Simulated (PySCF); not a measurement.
Homolysis of single bonds, series In F-NH2. Gas-phase values, no solvent. One relaxed conformer stands for each flexible species; it need not be the lowest. Strings in code marks are SMILES.

The numbers are results of PBE0-D3(BJ)/def2-TZVP run with PySCF, not measurements. 

```json
[
 {"species": "whole molecule (`[F][In]([F])[F]`)", "highest occupied spin orbital (eV)": "–"},
 {"species": "whole molecule (`[NH2][In]([F])[F]`)", "highest occupied spin orbital (eV)": "–"},
 {"species": "radical fragment (`[NH2]`)", "highest occupied spin orbital (eV)": "-8.67"},
 {"species": "radical fragment (`[F][In][NH2]`)", "highest occupied spin orbital (eV)": "-6.58"},
 {"species": "radical fragment (`[NH2][In][NH2]`)", "highest occupied spin orbital (eV)": "-5.58"},
 {"species": "whole molecule (`[NH2][In]([NH2])[NH2]`)", "highest occupied spin orbital (eV)": "–"}
]
```
